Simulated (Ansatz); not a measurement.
```yaml
crystal:
  periodic: [false, false, false]
  atoms:
    - {symbol: F, position_ang: [-0.715547, -0.521911, -1.724950]}
    - {symbol: h, position_ang: [-0.496028, 0.415235, -0.720960]}
    - {symbol: Si, position_ang: [0.491995, -0.357652, 0.699458]}
    - {symbol: H, position_ang: [-1.469417, 0.778078, -0.373937]}
    - {symbol: H, position_ang: [0.039012, 1.264989, -1.158242]}
    - {symbol: H, position_ang: [0.693168, 0.689801, 1.736771]}
    - {symbol: H, position_ang: [1.809890, -0.828580, 0.204688]}
    - {symbol: H, position_ang: [-0.260773, -1.497059, 1.281272]}
basis:
  gaussian: {orbitals: x2c-TZVPPall}
hamiltonian: {xc: {name: r2SCAN0}}
output: {forces: true}
```

```sh
$ ansatz run in.yaml --threads 2 --pin off --events-out ev --progress --plain --max-ram 4352MiB
```

(1) How does Ansatz answer? (Best estimate.)

Answers

(1) The calculation gave: The program refused the input.
```
Error: YAML parse error: error: line 5 column 16: `h` is not an element symbol (H … Og, case-exact)
 --> <input>:5:16
3 |   atoms:
4 |     - {symbol: F, position_ang: [-0.715547, -0.521911, -1.724950]}
5 |     - {symbol: h, position_ang: [-0.496028, 0.415235, -0.720960]}
6 |     - {symbol: Si, position_ang: [0.491995, -0.357652, 0.699458]}
7 |     - {symbol: H, position_ang: [-1.469417, 0.778078, -0.373937]}
```
